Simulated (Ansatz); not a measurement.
**C2H3F (charge +1): rigid torsion scan**

The task is a rigid torsion scan, for C2H3F (charge +1). SMILES: [CH2][CH+]F.

Program: the Python package of Ansatz 0.2.0. The levels of theory stand in the script. These are calculated values, not measurements.

### Step 1. Starting point

Bond lengths: C1–C2 1.491 Å, C2–F3 1.358 Å, C1–H4 1.110 Å, C1–H5 1.110 Å, C2–H6 1.085 Å. Angles: C1–C2–F3 119.9°, C1–C2–H6 120.3°, F3–C2–H6 119.7°, C2–C1–H4 109.6°, C2–C1–H5 110.0°, H4–C1–H5 109.4°.

No structure file is read: the coordinates are typed or built in the script.

### Step 2. The code

Input file torsion_c2h3f.py:

```python
# -*- coding: utf-8 -*-
"""Rigid torsion scan of C2H3F(+)."""

import ansatz as az
from ase import Atoms

atoms = Atoms(["C", "C", "F", "H", "H", "H"], positions=[
    (-0.7678, -0.1653, -0.2953),
    (0.6744, 0.1108, -0.0366),
    (1.5865, -0.8886, -0.1489),
    (-1.134, -0.9317, 0.4188),
    (-1.3604, 0.7653, -0.1728),
    (1.0012, 1.1094, 0.2347),
])

# start the scan from a relaxed geometry
first = az.Crystal.molecule_from_ase(atoms).calculation()
first = first.basis(gaussian="cc-pVDZ").charge(1)
first = first.spin("collinear", total=1).functional("pbe0")
first = first.relax(force_tolerance=0.02, max_steps=80)
atoms.positions = first.run(threads=1, backend="cpu").report["positions_ang"]

start = atoms.get_dihedral(3, 0, 1, 2)
energies = {}
for turn in range(0, 360, 40):
    turned = atoms.copy()
    turned.set_dihedral(3, 0, 1, 2, start + turn, indices=[1, 2, 5])
    calc = (
        az.Crystal.molecule_from_ase(turned).calculation()
        .basis(gaussian="cc-pVDZ")
        .correlation("MP2")
        .charge(1)
        .spin("collinear", total=1)
    )
    energies[round((start + turn) % 360)] = calc.run(threads=1, backend="cpu").report["free_energy_ev"]
floor = min(energies.values())
print("dihedral H3-C0-C1-F2 (deg)   E - E(min) (kJ/mol)")
for angle, e in sorted(energies.items()):
    print(f"{angle:8d} {96.485332 * (e - floor):14.3f}  " + "#" * int(30 * (e - floor) / max(max(energies.values()) - floor, 1e-9)))
```

### Step 3. The calls as engine input

The package turns the script's settings into the engine's input (first run):

```yaml
crystal:
  periodic: [false, false, false]
  atoms:
    - { symbol: C, position_ang: [-0.7678, -0.1653, -0.2953] }
    - { symbol: C, position_ang: [0.6744, 0.1108, -0.0366] }
    - { symbol: F, position_ang: [1.5865, -0.8886, -0.1489] }
    - { symbol: H, position_ang: [-1.134, -0.9317, 0.4188] }
    - { symbol: H, position_ang: [-1.3604, 0.7653, -0.1728] }
    - { symbol: H, position_ang: [1.0012, 1.1094, 0.2347] }
basis:
  gaussian:
    orbitals: cc-pVDZ
hamiltonian:
  xc: pbe0
magnetization:
  spin_polarized: true
  initial_magnetization: 1.0
total_charge: 1.0
relax:
  f_tol: 0.02
  max_steps: 80
```

### Step 4. The run

The run is started by

```console
python torsion_c2h3f.py
```

Without the output at hand: what should come out? Wanted: range of energy; lowest point, turn.

The runs gave:

| quantity | value |
| --- | --- |
| runs compared | 9 |
| range of energy | 0.923 eV |
| lowest point, turn (°) | 0 |

**Reading.** The lowest point lies at a turn of 0°, the highest 0.923 eV (89.1 kJ/mol) above it at 280°. The grid can miss the true lowest and highest points, and the rest of the molecule is held rigid. Run 0: The relaxation took 6 moves; the largest shift is 0.399 Å, of atom 4 (H). Caveats:
- The scan is rigid and the energies are electronic, in a modest basis. With rigid groups the curve can differ much from the relaxed path, the start wasn't checked as a minimum of this torsion, and equivalent turns needn't return to the same energy.
- The run takes the species as open-shell (spin multiplicity 2), which needn't be its ground state.
- For an odd-electron ion, approximate functionals spread the charge over both fragments and lower the stretched end too much.
- The start is relaxed with a density functional and scanned with the wavefunction method, so it isn't exactly that method's minimum.
